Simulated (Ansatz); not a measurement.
Input for Ansatz (development build ahead of 0.2.0):

```yaml
crystal:
  periodic: [false, false, false]
  atoms:
    - { symbol: O, position_ang: [0.0, 0.0, 0.0] }
    - { symbol: H, position_ang: [0.0, 0.0, 1.957] }
basis:
  gaussian: { orbitals: "6-31G" }
total_charge: 1
magnetization:
  spin_polarized: true
  initial_magnetization: 2
hamiltonian:
  xc: pbe
scf:
  omitted_lower_state_checks: [stability, starts, atomic_configurations, cluster_reference, orbital_swaps, given_window_search, neighbouring_geometries, increment]
output:
  forces: true
```

The input is written out in the form of the current development build from the run's settings.

Results

```yaml
Converged: yes
Total_energy: -75.07477 hartree
Spin_squared_of_the_determinant: 2.228
```

Forces (eV/Å):
| atom | Fx | Fy | Fz |
| --- | --- | --- | --- |
| O1 | 0.000 | 0.000 | 1.546 |
| H2 | 0.000 | 0.000 | -1.546 |

Caution: the unrestricted determinant is spin contaminated.
